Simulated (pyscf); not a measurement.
Structures and frequencies: ωB97X-D3(BJ)/def2-SVP in PySCF. Correlated levels are frozen-core, on RHF or UHF. ΔMP2 is the change of the MP2 total energy from the triple- to the quadruple-zeta basis.

Question: For HB=O + H• → [HB–OH]•, an addition (doublet surface; none broken, H–O formed), PBE/def2-TZVP gives ΔE‡ = 0.42 eV and ΔE = -0.56 eV (zero: the separated reactants). In which direction and how far do M06-2X/def2-TZVP, ωB97M-D3(BJ)/def2-TZVP, CCSD(T)/def2-TZVPP + ΔMP2(QZVPP) move these?

Answer: M06-2X: ΔE‡ = 0.74 eV, ΔE = -0.68 eV; ωB97M-D3(BJ): ΔE‡ = 0.79 eV, ΔE = -0.49 eV; CCSD(T): ΔE‡ = 0.83 eV, ΔE = -0.56 eV. PBE's barrier lies under all of them, by 0.32 to 0.41 eV. Its reaction energy lies among theirs. Low barriers are usual for a GGA, whose delocalisation error favours stretched bonds. [HB–OH]• lies 0.25 eV over its isomer H₂B–O•, and others may lie lower still (electronic energy, ωB97M-D3(BJ)). This is the saddle that the search found; another between the same sides may lie lower. The CCSD(T) − MP2 part came from Ansatz, without density fitting, on the same reference.
